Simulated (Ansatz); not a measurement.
Relaxation of C$_{3}$H$_{4}$F$_{2}$O (10 atoms, charge 0, multiplicity 1), to a largest force component of 0.015 eV/Å in at most 40 steps.

Theory: RKS PBE0/6-31G (Ansatz 0.2.0).

```xyz
10
Properties=species:S:1:pos:R:3
C -0.234 -1.634 0.349
C -0.428 -0.291 0.632
C 0.071 0.880 -0.142
O 0.897 0.522 -1.280
F -0.887 1.692 -0.561
F 0.940 1.648 0.622
H 0.294 -1.910 -0.539
H -0.675 -2.340 0.964
H -0.978 0.003 1.565
H 0.280 0.004 -1.753
```

Task: Where does it end, and by what steps?

Result: The run converged. Limits of this set-up: no polarisation functions. After 22 steps the energy has fallen by 0.791 eV; H10 moved furthest, 1.11 Å.

```tsv
step	energy less start (eV)	largest force component (eV/Å)	accepted
0	0.0000	4.903	yes
1	-0.4032	2.004	yes
2	-0.5041	1.132	yes
3	-0.5718	0.739	yes
4	-0.5156	0.654	no
5	-0.5984	0.155	yes
6	-0.6009	0.068	yes
7	-0.6030	0.029	yes
8	-0.6046	0.168	yes
9	-0.6053	0.109	yes
10	-0.6062	0.045	yes
11	-0.6063	0.204	yes
12	-0.5933	0.848	no
13	-0.6103	0.173	yes
14	-0.6152	0.403	yes
15	-0.6397	0.410	yes
16	-0.6745	0.797	yes
17	-0.6614	1.671	no
18	-0.7144	0.539	yes
19	-0.7496	0.342	yes
20	-0.7812	0.256	yes
21	-0.7904	0.094	yes
22	-0.7911	0.011	yes
```

```xyz
10
Properties=species:S:1:pos:R:3
C -0.281 -1.654 0.479
C -0.420 -0.351 0.715
C 0.013 0.703 -0.229
O 0.602 0.203 -1.359
F -1.084 1.526 -0.581
F 0.892 1.606 0.416
H 0.171 -2.014 -0.438
H -0.615 -2.393 1.199
H -0.869 0.035 1.623
H 0.872 0.914 -1.970
```

Whether the end is a true minimum wasn't checked by a vibrational analysis.

Time of the run: 65 s on 1 thread of Intel(R) Xeon(R) Processor @ 2.70GHz, with other jobs on the host, peak memory 0.15 GiB.
